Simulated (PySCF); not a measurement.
Compound: F5HP (charge -1).
Bonds: F1–P2, P2–F3, P2–F4, P2–F5, P2–F6. Hydrogens: H7 on P2.

The same species was optimised twice, with GFN2-xTB and with PBE0-D3(BJ)/def2-SVP (PySCF), and the same property calculations (PySCF, gas phase) were run on both structures.

```csv
coordinate,GFN2-xTB,PBE0-D3(BJ)/def2-SVP,change
P2–F3 (Å),1.659,1.650,-0.009
P2–F5 (Å),1.659,1.650,-0.009
F1–P2 (Å),1.659,1.651,-0.008
P2–F4 (Å),1.659,1.651,-0.008
P2–F6 (Å),1.634,1.636,+0.002
F3–P2–F5 (°),176.7,179.0,+2.3
F1–P2–F4 (°),176.6,178.9,+2.3
F5–P2–F6 (°),88.3,89.5,+1.2
F4–P2–F6 (°),88.3,89.4,+1.1
F3–P2–F6 (°),88.3,89.5,+1.2
F1–P2–F6 (°),88.3,89.4,+1.1
F1–P2–F3 (°),90.0,90.0,0.0
F1–P2–F5 (°),89.9,90.0,+0.1
```

Rotational constants: A = 3401, B = 3400, C = 2417 MHz (GFN2-xTB) against A = 3394, B = 3392, C = 2441 MHz (PBE0-D3(BJ)/def2-SVP). Point groups within 0.08 Å: C4v and C4v. Atoms that the bonding makes alike are paired by their places after alignment.

On the GFN2-xTB structure: HOMO (eV) -4.24 [PBE0/pcSseg-1]; LUMO (eV) 6.87 [PBE0/pcSseg-1]; GIAO shielding of F1/F3/F4/F5 (mean) (ppm) 241.0 [PBE0/pcSseg-1]; GIAO shielding of P2 (ppm) 439.2 [PBE0/pcSseg-1]; GIAO shielding of F6 (ppm) 250.4 [PBE0/pcSseg-1].

Question: What do these properties become on the PBE0-D3(BJ)/def2-SVP structure?

Answer: 
| property | level | on GFN2-xTB | on PBE0-D3(BJ)/def2-SVP | change |
| --- | --- | --- | --- | --- |
| HOMO (eV) | PBE0/pcSseg-1 | -4.24 | -3.96 | +0.28 |
| LUMO (eV) | PBE0/pcSseg-1 | 6.87 | 6.97 | +0.10 |
| energy, GFN2-xTB geometry as zero (kcal/mol) | PBE0/pcSseg-1 | 0.0 | -0.3 | -0.3 |
| GIAO shielding of F1/F3/F4/F5 (mean) (ppm) | PBE0/pcSseg-1 | 241.0 | 241.3 | +0.3 |
| GIAO shielding of P2 (ppm) | PBE0/pcSseg-1 | 439.2 | 442.5 | +3.3 |
| GIAO shielding of F6 (ppm) | PBE0/pcSseg-1 | 250.4 | 254.7 | +4.3 |

The heavy atoms differ by 0.017 Å rms after alignment (one structure mirrored). Among bonds between heavy atoms F1–P2, P2–F3, P2–F4 and P2–F5 change most and about equally (-0.009 to -0.008 Å). Changes are differences of the printed values. Neither structure is proved a minimum here. Isolated species at its PBE0-D3(BJ)/def2-SVP geometry, gas phase.
